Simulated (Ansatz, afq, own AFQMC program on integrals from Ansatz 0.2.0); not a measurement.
Integrals from Ansatz 0.2.0, then the random walk in our own AFQMC program (afq).

```yaml
crystal:
  periodic: [false, false, false]
  atoms:
    - {symbol: Al, position_ang: [0.000000, 0.000000, 0.050833]}
    - {symbol: N, position_ang: [0.000000, 0.000000, -1.681761]}
    - {symbol: H, position_ang: [0.000000, 0.000000, 1.630928]}
basis:
  gaussian: {orbitals: 6-31G}
total_charge: 1
magnetization: {spin_polarized: false}
correlation: {method: ccsd_t, electrons: outside_noble_gas, hamiltonian_folder: ham}
```

```sh
$ ansatz run in.yaml --threads 1 --pin off --events-out ev --progress --plain --max-ram 24576MiB --backend cuda --devices 0, --max-vram 18GiB
```

Options of the walk:

```
--method free --trial cisd --walkers 4000 --time-step 0.03 --max-blocks 4000 --target-error 0.00034 --factor-cut 1e-05 --seed 6952 --times 0,0.3,0.6,1.2,1.8,2.4,3.6,4.8,6 --taylor-order 8
```

Times are imaginary, in 1/Eh. The walk had a cap of 61 s.

afq prints:

```
orbitals 18  electrons 4 4  factors 104 of 302
reference energy -296.42580281 Eh
CCSD correlation -0.12552642 Eh in 18 cycles, weight of the determinant in the CISD state 0.8740
repeat  energy at the last time / Eh  error
    10  -296.557743  0.000411
    20  -296.557455  0.000231
    30  -296.557590  0.000236
time / (1/Eh)  energy / Eh  error  mean overlap
  0.00  -296.551307  0.000040  1.1442
  0.30  -296.554055  0.000037  1.1445
  0.60  -296.555320  0.000044  1.1463
  1.20  -296.556456  0.000055  1.1512
  1.80  -296.556989  0.000054  1.1558
  2.40  -296.557266  0.000060  1.1605
  3.60  -296.557573  0.000104  1.1724
  4.80  -296.557899  0.000211  1.1828
  6.00  -296.557627  0.000231  1.1917
energy -296.557627 +/- 0.000231 Eh
```

The run passed its tests (error under three times the target), which doesn't prove that it has relaxed.

Against this walk (error 6.3 meV) on the same determinant: CCSD(T) 43.5 meV higher, CCSDT(Q) 137.6 meV lower, CCSDTQ 127.8 meV lower, full CI 129.5 meV lower. The error is statistical, and a free projection of finite length keeps a remainder of its start. The last points scatter (meV from the last: 17.4 ± 1.5 at 1.80, 9.8 ± 1.6 at 2.40, 1 ± 3 at 3.60, -7 ± 6 at 4.80, 0 ± 6 at 6.00); the last is the one printed as the energy, and the gaps above move with that scatter. Full CI is exact here, so the walk's 129 meV above it is the walk's own error: what remains of the start. The determinant is a poor start (see the cautions), so the low cluster orders aren't to be relied on, and full CI is the sure value.

Cautions: remainder of the start not in the error; higher spins were not checked; restricted determinant unstable towards unrestricted (UHF 1.63 eV lower, ⟨S²⟩ 1.00); strong correlation (T1 0.022, weight of the determinant 0.87, largest double 0.16); the CCSDT(Q) amplitudes may be one of several solutions (largest double 0.71); the CCSDTQ amplitudes may be one of several solutions (largest double 0.78); the determinant fills πx and πy unequally, so it mixes two states of the linear molecule, and each level undoes that mixture to a different degree, while full CI gives the lower state, and by Hund's rule a triplet of that filling probably lies lower still; CCSDTQ on the UHF determinant differs (1.62 eV lower), perhaps since the unrestricted series falls towards higher spin.

The walk took 11 s on 1 × NVIDIA H100 80GB HBM3 with 2 threads of AMD EPYC 7R13 Processor (Zen 3), on a shared host (the card was shared). The log's last line is the free-projection energy.

CCSDT and higher add their correlation energy to the determinant of the CCSD(T) run, since their own runs factorise the integrals more tightly (a shift of under 2 meV).
